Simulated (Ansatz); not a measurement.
Results of r²SCAN-D4 in Ansatz (PAW) for trigonal Te.

Numerical settings: plane-wave cutoff 500 eV, 12×12×6 k mesh (along the axes of the cell as run), gaussian smearing 0.02 eV, scalar-relativistic PAW data made under PBE.

Computed at the level's own relaxed cell.

Problem. What does this level give for the volume per atom, lattice constant a, lattice parameter c and band gap?

Solution. 
- volume per atom: 34.85 Å³/atom
- lattice constant a: 4.512 Å
- lattice parameter c: 5.929 Å
- band gap: 0.43 eV (on the SCF k mesh)

Measured, for comparison: band gap 0.33 eV (temperature not stated, not corrected to a static lattice, compiled measured gap; kind and temperature not stated; as tabulated in Kothakonda et al. (2022), arXiv:2208.02841); lattice constant a 4.456 Å, lattice parameter c 5.928 Å (293 K, not corrected to a static lattice; as tabulated in Wikipedia's data pages). Computed (rounded) less measured: lattice constant a +1.3 %, lattice parameter c 0.0 %.

Spin–orbit coupling is not included; with these elements it can move the gap by several tenths of an eV or more.

It cost around 7 core-minutes (rough) of CPU time.

Ansatz is an electronic-structure program.
